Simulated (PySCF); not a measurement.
# H2S2: levels of theory compared

We compute a comparison of 6 runs (HF/4-31G, HF/pc-0, HF-D3(BJ)/jul-cc-pV(T+d)Z, RI-MP2/6-31G) of H2S2. The job is set up through a Python script.

The calculation is run with PySCF 2.14.0.

4 further runs of the same task are left out: 4 set aside as unsound or not needed.

**1. Starting point**

H2S2 has 4 atoms, charge 0, and is taken as a singlet. The coordinates come from a GFN2-xTB relaxation.

Bond lengths: S1–S2 2.045 Å, S1–H3 1.340 Å, S2–H4 1.340 Å. Angles: S1–S2–H4 98.2°, S2–S1–H3 98.1°.

**2. Energy and forces at HF/4-31G (density fitting) (run 1)**

File calc.py:

```python
from pyscf import gto, scf
from pyscf import df

system = gto.M(
    atom='''
S     -0.807631    -0.967200    -1.689302
S     -0.798428     1.355897     1.399682
H      1.335810    -0.147115    -2.758490
H      0.270250    -0.241564     3.048109
''',
    verbose=4,
    charge=0,
    unit='bohr',
    symmetry=True,
    max_memory=1860,
    basis='4-31g',
)

mf = scf.RHF(system)
mf = mf.density_fit(auxbasis=df.aug_etb(system, beta=2.0))
mf.kernel()

e_tot = mf.e_tot
print('E(%s) = %.9f' % ('HF', e_tot))
grad = mf.nuc_grad_method().kernel()
```

On the command line:

```bash
OMP_NUM_THREADS=1 python calc.py
```

Standard output:

```text
PySCF version 2.14.0

[... 65 lines left out ...]
converged SCF energy = -795.238307532162
[... 2 lines left out ...]
******** <class 'pyscf.df.grad.rhf.Gradients'> for <class 'pyscf.df.df_jk.DFRHF'> ********
unit = Eh/Bohr
--------------- DFRHF gradients ---------------
         x                y                z
0 S     0.0056456707     0.0511223285     0.0679415501
1 S     0.0044029831    -0.0536036128    -0.0662575465
2 H    -0.0065579437     0.0001281127     0.0061007363
3 H    -0.0034907101     0.0023531717    -0.0077847399
----------------------------------------------
```

Run time: 0.85 s. Hardware: 1 thread of AMD EPYC 7B13 (Zen 3), shared host; peak memory 0.13 GiB.

**3. Energy and forces at HF/pc-0 (density fitting) (run 2)**

File run.py:

```python
from pyscf import gto, scf
from pyscf import df

molecule = gto.M(
    atom='''
S     -0.807631    -0.967200    -1.689302
S     -0.798428     1.355897     1.399682
H      1.335810    -0.147115    -2.758490
H      0.270250    -0.241564     3.048109
''',
    max_memory=1860,
    unit='bohr',
    basis='pc-0',
    verbose=4,
    symmetry=True,
)

mf = scf.RHF(molecule)
mf = mf.density_fit(auxbasis=df.aug_etb(molecule, beta=2.0))
mf.kernel()

e_tot = mf.e_tot
print('E(%s) = %.9f' % ('HF', e_tot))
grad = mf.nuc_grad_method().kernel()
```

On the command line:

```bash
OMP_NUM_THREADS=1 python run.py
```

Standard output:

```text
PySCF version 2.14.0

[... 65 lines left out ...]
converged SCF energy = -795.772782678476
[... 2 lines left out ...]
******** <class 'pyscf.df.grad.rhf.Gradients'> for <class 'pyscf.df.df_jk.DFRHF'> ********
unit = Eh/Bohr
--------------- DFRHF gradients ---------------
         x                y                z
0 S     0.0069956685     0.0530699072     0.0714059115
1 S     0.0058012069    -0.0562155471    -0.0692294489
2 H    -0.0082777468     0.0005029483     0.0078311644
3 H    -0.0045191286     0.0026426916    -0.0100076270
----------------------------------------------
```

Run time: 0.83 s. Hardware: 1 thread of AMD EPYC 7B13 (Zen 3), shared host; peak memory 0.13 GiB.

**4. A stability test at HF-D3(BJ)/jul-cc-pV(T+d)Z (run 3)**

File run.py:

```python
# H2S2
from pyscf import gto

mol = gto.Mole()
mol.atom = '''
S       -0.427380      -0.511820      -0.893940
S       -0.422510       0.717510       0.740680
H        0.706880      -0.077850      -1.459730
H        0.143010      -0.127830       1.612990
'''
mol.basis = 'jul-cc-pv(t+d)z'
mol.verbose = 3
mol.max_memory = 1860
mol.spin = 0
mol.symmetry = True
mol.build()

hf = mol.RHF()
hf.disp = 'd3bj'
hf.kernel()

e_final = hf.e_tot
print('Final energy', e_final)
mo_i, mo_e, stable_i, stable_e = hf.stability(internal=True, external=True, return_status=True)
print('stable: internal', stable_i, 'external', stable_e)
```

On the command line:

```bash
OMP_NUM_THREADS=1 python run.py
```

Standard output:

```text
converged SCF energy = -796.2930837844
Final energy -796.2930837844002
<class 'pyscf.scf.hf.RHF'> wavefunction is stable in the internal stability analysis
<class 'pyscf.scf.hf.RHF'> wavefunction is stable in the real -> complex stability analysis
<class 'pyscf.scf.hf.RHF'> wavefunction is stable in the RHF/RKS -> UHF/UKS stability analysis
stable: internal True external True
```

It took 33 s on 1 thread of AMD EPYC 7B13 (Zen 3), shared host; peak memory 0.5 GiB.

Runs 4 to 5 aren't shown in full; the table further down has their settings and results.

**5. The energy at RI-MP2/6-31G (sfX2C, density fitting with def2-universal-jkfit) (run 6)**

File job.py:

```python
from pyscf import gto, scf, mp

mol = gto.M(
    atom='''
S
S 1 2.045302
H 1 1.339774 2 98.09434
H 2 1.339902 1 98.16985 3 -95.97179
''',
    verbose=4,
    max_memory=1860,
    symmetry=True,
    charge=0,
    basis='6-31g',
)

calc0 = scf.RHF(mol)
calc0 = calc0.sfx2c1e()
calc0 = calc0.density_fit(auxbasis='def2-universal-jkfit')
calc0.damp = 0.2
calc0.diis_start_cycle = 5
calc0.kernel()

pt = mp.MP2(calc0, frozen=10).density_fit().run()
e_final = pt.e_tot
print('Final energy', e_final)
```

On the command line:

```bash
OMP_NUM_THREADS=1 python job.py
```

Standard output:

```text
PySCF version 2.14.0

[... 69 lines left out ...]
converged SCF energy = -798.016093250314
[... 1 line left out ...]
******** <class 'pyscf.mp.dfmp2.DFRMP2'> ********
nocc = 7, nmo = 20
frozen orbitals 10
mem_avail = 1741.30  mem_blk = 0.01  auxlen = 270

E(DFRMP2) = -798.121635131565  E_corr = -0.10554188125056
E(SCS-DFRMP2) = -798.126731759215  E_corr = -0.11063850890112
E_corr(same-spin) = -0.0184750945379445
E_corr(oppo-spin) = -0.087066786712615
Final energy -798.1216351315646
```

Run time: 0.71 s. Hardware: 1 thread of AMD EPYC 7B13 (Zen 3), shared host; peak memory 0.11 GiB.

**6. Overview of the runs**

| run | level | task | integral approximation | energy (Eh) | dipole moment (D) of the reference | HOMO energy (eV) | LUMO energy (eV) | wall time |
| --- | --- | --- | --- | --- | --- | --- | --- | --- |
| 1 | HF/4-31G (density fitting) | gradient | etb | -795.238308 | 2.02 | -10.56 | 3.10 | 0.85 s |
| 2 | HF/pc-0 (density fitting) | gradient | etb | -795.772783 | 2.33 | -10.58 | 3.04 | 0.83 s |
| 3 | HF-D3(BJ)/jul-cc-pV(T+d)Z | stability | none | -796.293084 | 1.19 | -10.33 | 1.29 | 33 s |
| 4 | HF-D3(BJ)/jul-cc-pV(T+d)Z (density fitting) | stability | auto | -796.293054 | 1.19 | -10.33 | 1.29 | 38 s |
| 5 | HF-D3(BJ)/jul-cc-pV(T+d)Z (density fitting, Cartesian functions) | stability | auto | -796.293693 | 1.19 | -10.33 | 1.29 | 59 s |
| 6 | RI-MP2/6-31G (sfX2C, density fitting with def2-universal-jkfit) | energy | def2-universal-jkfit | -798.121635 | 1.93 | -10.67 | 2.50 | 0.71 s |

**7. Results**

| quantity | value |
| --- | --- |
| run 6: total energy | -798.12164 Eh |
| run 6: dipole moment (Hartree–Fock density) | 1.93 D |
| run 6: HOMO energy (Hartree–Fock orbitals) | -10.67 eV |
| run 6: LUMO energy (Hartree–Fock orbitals) | 2.50 eV |
| run 6: HOMO–LUMO gap (Hartree–Fock orbitals) | 13.16 eV |
| run 6: correlation energy (10 core orbitals frozen) | -105.5 mEh |

In words: Over runs 1, 2, 3, 4, 5 the dipole moment (its size) runs from 1.19 D (HF-D3(BJ)/jul-cc-pV(T+d)Z) to 2.33 D (HF/pc-0). Over runs 1, 2, 3, 4, 5 the HOMO–LUMO gap runs from 11.61 eV (HF-D3(BJ)/jul-cc-pV(T+d)Z) to 13.66 eV (HF/4-31G). Some runs of one species differ in core potentials or relativity; totals across that change don't compare. All runs together took 2.2 min, the longest 59 s.
